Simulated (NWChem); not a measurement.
**Total energies of hydrogen peroxide (H$_{2}$O$_{2}$)**

SMILES: OO
```xyz
4

O     -0.2942     0.6453    -0.0547
O      0.2942    -0.6453    -0.0547
H      0.3673     1.1503     0.4376
H     -0.3673    -1.1503     0.4376
```
Charge 0, spin multiplicity 1.

All runs are NWChem calculations. Structure: optimised with PBE0/def2-SVP, a minimum by its harmonic frequencies. It is one conformer; others weren't searched.

Basis set: cc-pVQZ (170 functions).

```csv
method,total energy (Ha),relative cost
RHF,-150.85002,1
MP2,-151.38396,under 3
B2PLYP,-151.53699,3
PBE,-151.47182,under 3
B3LYP,-151.62618,under 3
LC-wPBE (omega 0.3 per bohr),-151.50862,10
```

Total energies of different functionals aren't comparable as a measure of quality: only differences taken within one method are. The cost column gives rough processor time relative to RHF; each entry includes its own SCF.

The correlated methods keep 2 core orbitals frozen. B3LYP has NWChem's definition, with VWN1-RPA local correlation. GW and range-separated runs recompute their integrals, the others keep them in memory, which bears on the times.
